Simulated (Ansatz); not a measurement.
# C3H6FNO: a ladder of functionals and wavefunction methods

How much do the methods differ for C3H6FNO? The plan is to run it at one geometry with functionals of several rungs and with coupled cluster. The yardstick is the atomisation energy at the CCSD(T) limit.

Program: Ansatz 0.2.0, Gaussian basis. Level of theory: functionals in def2-TZVPP, the program's frozen cores in correlated methods. These are calculated values, not measurements.

Plan: LDA (SPW92), PBE-D4, revPBE-D4, BLYP-D4, r2SCAN-D4, B97M-V, PBE0-D4, B3LYP-D4, r2SCANh-D4, r2SCAN0-D4, HSE06-D4, BHLYP-D4, CAM-B3LYP-D4, LC-ωPBE, ωB97X-V, ωB97M-V, B2PLYP, PBE-QIDH; CCSD(T)/def2-SVP; CCSD(T)/def2-TZVPP; MP2/def2-QZVPP; extrapolation to the limit; RPA on PBE.

**1. The relaxed structure**

An earlier PBE0-D4 in a triple-zeta def2 set relaxation fixed the geometry.

SMILES `C[C@@H]1O[C@]1(N)F`, 12 atoms, charge 0, spin multiplicity 1.

Atoms are counted from 1 here; the program's logs count them from 0.

Bond lengths: C1–C2 1.492 Å, C1–H7 1.093 Å, C1–H8 1.093 Å, C1–H9 1.089 Å, C2–O3 1.459 Å, C2–C4 1.463 Å, C2–H10 1.090 Å, O3–C4 1.369 Å, C4–N5 1.404 Å, C4–F6 1.357 Å, N5–H11 1.011 Å, N5–H12 1.009 Å. Angles: C2–C1–H7 110.5°, C2–C1–H8 109.8°, C2–C1–H9 110.9°, H7–C1–H8 108.0°, H7–C1–H9 108.8°, H8–C1–H9 108.7°, C1–C2–O3 116.7°, C1–C2–C4 123.6°, C1–C2–H10 116.1°, O3–C2–C4 55.9°, O3–C2–H10 112.3°, C4–C2–H10 117.0°, C2–O3–C4 62.2°, C2–C4–O3 61.9°, C2–C4–N5 129.0°, C2–C4–F6 116.7°, O3–C4–N5 116.4°, O3–C4–F6 115.6° and more.

As a file:

```mol
C3H6FNO
  3D, bonds by distance, orders not assigned

 12 12  0  0  0  0  0  0  0  0999 V2000
    0.0387   -0.4120    1.7104 C   0  0
    0.3554   -0.4362    0.2526 C   0  0
    1.2240    0.6247   -0.2468 O   0  0
   -0.0720    0.6007   -0.6863 C   0  0
   -0.2587    0.5138   -2.0753 N   0  0
   -0.8775    1.5755   -0.1928 F   0  0
    0.9079   -0.7214    2.2959 H   0  0
   -0.7769   -1.1076    1.9245 H   0  0
   -0.2614    0.5862    2.0266 H   0  0
    0.6087   -1.4095   -0.1676 H   0  0
   -1.2074    0.2627   -2.3166 H   0  0
    0.3965   -0.1320   -2.4907 H   0  0
  1  2  8  0
  2  3  8  0
  3  4  8  0
  4  5  8  0
  4  6  8  0
  1  7  8  0
  1  8  8  0
  1  9  8  0
  2 10  8  0
  5 11  8  0
  5 12  8  0
  2  4  8  0
M  END
```

**2. LDA**

This LDA is Slater exchange with PW92 correlation.

Contents of in.yaml:

```yaml
crystal:
  periodic: [false, false, false]
  atoms:
    - {symbol: C, position_ang: [0.038658, -0.412027, 1.710406]}
    - {symbol: C, position_ang: [0.355357, -0.436243, 0.252602]}
    - {symbol: O, position_ang: [1.223983, 0.624663, -0.246848]}
    - {symbol: C, position_ang: [-0.072039, 0.600689, -0.686332]}
    - {symbol: N, position_ang: [-0.258719, 0.513827, -2.075252]}
    - {symbol: F, position_ang: [-0.877543, 1.575511, -0.192820]}
    - {symbol: H, position_ang: [0.907903, -0.721417, 2.295942]}
    - {symbol: H, position_ang: [-0.776899, -1.107619, 1.924541]}
    - {symbol: H, position_ang: [-0.261369, 0.586209, 2.026611]}
    - {symbol: H, position_ang: [0.608725, -1.409491, -0.167648]}
    - {symbol: H, position_ang: [-1.207419, 0.262705, -2.316569]}
    - {symbol: H, position_ang: [0.396463, -0.132008, -2.490732]}
basis:
  gaussian: {orbitals: def2-TZVPP}
hamiltonian: {xc: lda}
output: {orbitals: {seedname: orbitals}}
```

The run is started by

```console
ansatz run in.yaml --threads 4 --pin off --events-out ev --progress --plain --max-ram 10444MiB
```

Further steps of the session: PBE-D4 (GGA); revPBE-D4 (GGA); BLYP-D4 (GGA); r2SCAN-D4 (meta-GGA); B97M-V (meta-GGA); PBE0-D4 (hybrid); B3LYP-D4 (hybrid); r2SCANh-D4 (hybrid); r2SCAN0-D4 (hybrid); HSE06-D4 (hybrid); BHLYP-D4 (hybrid); CAM-B3LYP-D4 (range-separated); LC-ωPBE (range-separated); ωB97X-V (range-separated); ωB97M-V (range-separated); B2PLYP (double hybrid); PBE-QIDH (double hybrid); CCSD(T) in def2-SVP; CCSD(T) in def2-TZVPP; MP2 in def2-QZVPP; RPA on PBE orbitals.

Q: Predict the results of all the runs planned. Wanted: atomisation energy, CCSD(T)/CBS; farthest beyond LDA; mean size of error, GGA; mean size of error, meta-GGA; mean size of error, hybrid; mean size of error, range-separated; mean size of error, double hybrid; gap, smallest and largest; T1 diagnostic.

**Answer**, as computed:

| quantity | value |
| --- | --- |
| atomisation energy, CCSD(T)/CBS | 1138.7 kcal/mol |
| functionals within 5.7 kcal/mol (0.5 %) | B97M-V, B3LYP-D4, r2SCANh-D4, PBE-QIDH |
| farthest beyond LDA | BHLYP-D4 (-46.5 kcal/mol) |
| mean size of error, GGA | 19.7 kcal/mol |
| mean size of error, meta-GGA | 4.7 kcal/mol |
| mean size of error, hybrid | 15.9 kcal/mol |
| mean size of error, range-separated | 8.2 kcal/mol |
| mean size of error, double hybrid | 7.2 kcal/mol |
| gap, smallest and largest | 6.02 eV (BLYP-D4), 13.30 eV (LC-ωPBE) |
| T1 diagnostic | 0.0114 |
| triples share of the correlation energy | 3.8 % |

**Reading.** The LDA atomisation energy is off by 206.4 kcal/mol (18 %): it overbinds. PBE-D4 misses by +44.3 kcal/mol. Double hybrids carry the basis error of their MP2 part in triple zeta, and no dispersion term here, so their miss is partly the set-up's. Taken by rung, meta-GGA functionals do best (4.7 kcal/mol on average) and GGA ones worst beyond LDA (19.7 kcal/mol). hybrid functionals lie within the reference's doubt of that worst mean (15.9 kcal/mol), so those two tie. The gap between the best rungs is small, so their order is not settled. The reference freezes the cores and leaves out relativity and excitations past (T), so misses under about 5.7 kcal/mol can't be ranked. Hartree-Fock recovers 69 % of the binding; the rest is correlation. CCSD(T) in def2-SVP is off by -58.2 kcal/mol, so the small basis spoils what the method gains. Orbital gaps span 6.0 to 13.3 eV; exact exchange widens them.
